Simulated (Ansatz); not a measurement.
# HGaB, quartet: reading a ladder of total energies

Geometry: a PBE0/def2-TZVP stationary point for this spin, not checked as a minimum.

```xyz
3

B     0.0000    0.0000    1.7828
Ga    0.0000    0.0000   -0.1197
H     0.0000    0.0000   -1.6631
```

Basis 6-31G (Cartesian d functions); Ansatz 0.2.0. Only valence electrons are correlated (noble-gas cores and the filled d shells of p-block atoms frozen), which leaves 7 electrons in 25 orbitals. R marks a restricted (for open shells ROHF) determinant. No spin–orbit coupling is included, and no scalar relativity.

Full CI is exact within this basis and frozen core; it isn't the basis-set limit.

RCCSD has a T1 diagnostic of 0.028 and a largest doubles amplitude of 0.09.

Runs differ by some tens of microhartree through their thresholds and, for an open shell, their frozen cores, so steps under 0.03 kcal/mol mean nothing.

```tsv
level	total energy (hartree)
RHF	-1948.031412
RMP2	-1948.090028
RCCSD	-1948.110653
RCCSD(T)	-1948.112962
RCCSDT	-1948.113807
RCCSDT(Q)	-1948.113991
full CI	-1948.114065
```

**Question.** What is the correlation energy at full CI, and what share of it do RMP2 and RCCSD(T) recover?

**Answer.** E(corr) = -1948.114065 − (-1948.031412) = -0.082653 hartree = -2.249 eV. RMP2: -0.058616 / -0.082653 = 70.92 %. RCCSD(T): -0.081550 / -0.082653 = 98.67 %.

**Question.** By how many kcal/mol does RCCSD(T) miss full CI (1 hartree = 627.509 kcal/mol), and which steps make up the rest?

**Answer.** -1948.112962 − (-1948.114065) = 0.001103 hartree = 0.69 kcal/mol. Steps: RCCSDT − RCCSD(T) = -0.53, RCCSDT(Q) − RCCSDT = -0.12, full CI − RCCSDT(Q) = -0.05 kcal/mol. That is within 1 kcal/mol of the reference in this basis, which itself misses far more of the correlation at the basis-set limit.
